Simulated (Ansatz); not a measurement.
Input file:

```yaml
crystal:
  periodic: [false, false, false]
  atoms:
    - {symbol: Cl, position_ang: [-1.578234, 0.022748, 0.000000]}
    - {symbol: H, position_ang: [0.453766, 0.022748, 0.000000]}
    - {symbol: Si, position_ang: [1.893766, 0.022748, 0.000000]}
    - {symbol: H, position_ang: [2.290201, -1.456765, 0.000000]}
basis:
  gaussian: {orbitals: cc-pVTZ-DK}
magnetization: {spin_polarized: false, initial_magnetization: 1}
correlation: {method: fic_mrcisd_q, electrons: outside_noble_gas, active_space: {window: {electrons: 3, orbitals: 3}, places: [1, 2]}}
```

```sh
$ ansatz run in.yaml --threads 1 --pin off --events-out ev --progress --plain --max-ram 2393MiB
```

(1) What does the program do with this input?

Results:

(1) Refused. The input was made wrong on purpose (two definitions of the active space), so the run isn't a sound calculation of what was asked.
```
Error: invalid value for `correlation.active_space`: name one of window, places and ras
```
